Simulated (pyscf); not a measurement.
H₃Si–O–SiH₃ + HF -> F–SiH₂–O–SiH₃ + H₂, a four-centre exchange (singlet surface; H–Si, F–H broken, F–Si, H–H formed). Single points on ωB97X-D3(BJ)/def2-SVP structures (PySCF, gas phase). Energies in eV from the separated reactants.

Small-basis levels: PySCF, no dispersion term, spherical d functions. AM1 to PM7: differences of heats of formation from MOPAC. Cost: rough CPU time at the saddle relative to B3LYP/6-31G*, from one job on a shared machine.

```tsv
level	barrier	reaction energy	cost
HF/3-21G	1.86	-1.81	0.07
HF/6-31G*	2.00	-1.59	0.1
BP86/6-31G*	0.73	-1.74	1
PBE/6-31G*	0.63	-1.76	1
B3LYP/STO-3G	1.41	-1.38	0.5
B3LYP/3-21G	0.71	-2.04	0.7
B3LYP/6-311+G**	1.39	-1.12	2
PBE/def2-SVP	0.67	-1.37	2
PM6	0.07	-2.68	under 0.02
ωB97M-D3(BJ)/def2-TZVP	1.13	-1.42	–
```

Against the last row the barrier runs from -1.06 (PM6) to +0.87 eV (HF/6-31G*). ωB97M-D3(BJ)/def2-TZVP has limits of its own. At the saddle there is also a short H–Si contact that neither side keeps. The same reactants have a lower exit, to F–SiH₃ + HO–SiH₃ (barrier +0.77 eV at ωB97M-D3(BJ), against +1.13 eV here). This is the saddle that the search found; another between the same sides may lie lower.
